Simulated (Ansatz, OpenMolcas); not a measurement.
**OpenMolcas → Ansatz**

This OpenMolcas 26.06 job computes P2 (diphosphorus):

run.inp:
```
&gateway
  baslib
  $CurrDir
  coord
  2
  angstrom
  P        0.000000       0.000000       0.000000
  P        0.000000       0.000000       1.893400
  basis
  STO-3G
  group
  NoSym

&seward
  gridinput
  Grid=UltraFine
  End of Grid

&scf
  ksdft
  2
  1.0 MGGA_X_R2SCAN
  1.0 MGGA_C_R2SCAN
  thresholds
  1e-10 1e-07 1e-07 1e-05
  prorbitals
  1 1
```

```bash
$ export MOLCAS_MEM=1860
$ pymolcas run.inp > run.log
```

(Basis files named in the input come from the Basis Set Exchange and aren't shown.)

Geometry: the measured bond length.

It gives a total energy of -674.899305 Eh.

Task: How is this level of theory, on these atoms, set up in Ansatz 0.2.0 as an input file of the program's own?

Result: For example:

job.yaml:
```yaml
crystal:
  periodic: [false, false, false]
  atoms:
    - symbol: P
      position_ang: [0.000000, 0.000000, 0.000000]
    - symbol: P
      position_ang: [0.000000, 0.000000, 1.893400]
basis:
  gaussian:
    orbitals: STO-3G
hamiltonian:
  xc: {name: r2SCAN}
accuracy: high
```

```bash
$ ansatz run job.yaml --threads 1 --pin off --max-ram 2610MiB --events-out events.jsonl --progress --plain --runs-dir runs
```

Its energy is -674.899216 Eh, 0.089 mEh from the first; the programs' integration grids differ.
